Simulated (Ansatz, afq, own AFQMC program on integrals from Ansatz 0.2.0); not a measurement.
NH₃⁻, doublet in 6-31++G**, levels against CCSDT(Q)

```csv
atom,x (Å),y (Å),z (Å)
N,-0.0464,0.0029,-0.0937
H,1.7006,-0.0068,0.7123
H,-0.5367,0.7977,0.3244
H,-0.5188,-0.8305,0.2660
```

Basis 6-31++G**. Noble-gas cores (and the filled d shells of Ga–Kr and In–Xe) are frozen. Ansatz 0.2.0 and our own AFQMC program on the same integrals; the CISD trial comes from CCSD amplitudes, and released means the phaseless constraint is let go. Error bars are statistical, one sigma.

Determinant: UHF, the one that the program's search chose, which needn't be the lowest solution. The geometry is a point of a scan.

No full CI on the walks' own integrals is used here; CCSDT(Q) serves as the reference and is uncertain by about the last step of the cluster series.

Cautions: higher spins were not checked; strong correlation (T1 0.057, weight of the determinant 0.85, largest double 0.08).

The T1 diagnostic is 0.0570, the weight of the determinant in the CISD state is 0.847 and the ⟨S²⟩ of the determinant is 0.784. The size of the correlated space is 9 electrons in 36 orbitals.

Reference: CCSDT(Q), correlation energy -6.317 eV. The released energy is read at 2.40 1/Eh (meV from the phaseless value at times in 1/Eh: -7 ± 21 at 0.24, -2 ± 17 at 0.51, -34 ± 24 at 0.99, 9 ± 25 at 1.62, -24 ± 25 at 2.40).

```
         level  E − E(reference) (kcal/mol)  share of correlation (%)
            HF                       145.67                      0.00
           MP2                        19.74                     86.45
          CCSD                         5.38                     96.31
       CCSD(T)                         1.11                     99.24
         CCSDT                         0.54                     99.63
 ph-AFQMC/CISD                  0.98 ± 0.43                     99.33
released AFQMC                  0.43 ± 0.57                     99.71
```

A walk keeps the symmetry of its determinant, which the program's search chose and which needn't be the lowest solution, so a lower state of the same spin and another symmetry isn't excluded. Released energies are given only where the last usable release times agree within the noise; a slower fall can still hide under it.
